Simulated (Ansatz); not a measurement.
Two isomers of C4H9N: A = `CC/C=C/N`, B = `CC1CCN1`.

Gas-phase electronic energies from Ansatz, PBE0-D4/def2-TZVP geometries. CCSD(T)/CBS is the MP2 limit (def2-TZVPP, def2-QZVPP) plus CCSD(T) − MP2 in def2-TZVPP, frozen cores. Functionals use def2-TZVPP. B3LYP here is the variant with VWN-RPA as its local correlation; programs differ in this. Each species was taken in one conformer, which may not be the lowest.

Q: Which is lower in electronic energy at CCSD(T)/CBS, and by how much? (An estimate is asked.)

A: Computed: A, by 51.5 kJ/mol.

Q: Give E(B) − E(A) in kJ/mol with ωB97M-V, PBE-D4, PBE0-D4, r2SCAN-D4, B3LYP, HF/def2-TZVPP, B2PLYP. (Estimate.)

A: Ansatz gave: ωB97M-V 47.8, PBE-D4 54.9, PBE0-D4 46.1, r2SCAN-D4 59.0, B3LYP 70.5, HF/def2-TZVPP 62.5, B2PLYP 62.4. None reverses the order clearly.

Largest T1 diagnostic: 0.010.

The D4 term adds −4.9 kJ/mol with B3LYP and −2.4 kJ/mol with PBE0; it sums over pairs of atoms, weighted by their polarisabilities, and B3LYP, whose exchange is more repulsive, gets the larger term. From PBE to PBE0 (25 % exact exchange), in def2-TZVPP and without D4, E(B) − E(A) moves by −9.5 kJ/mol.
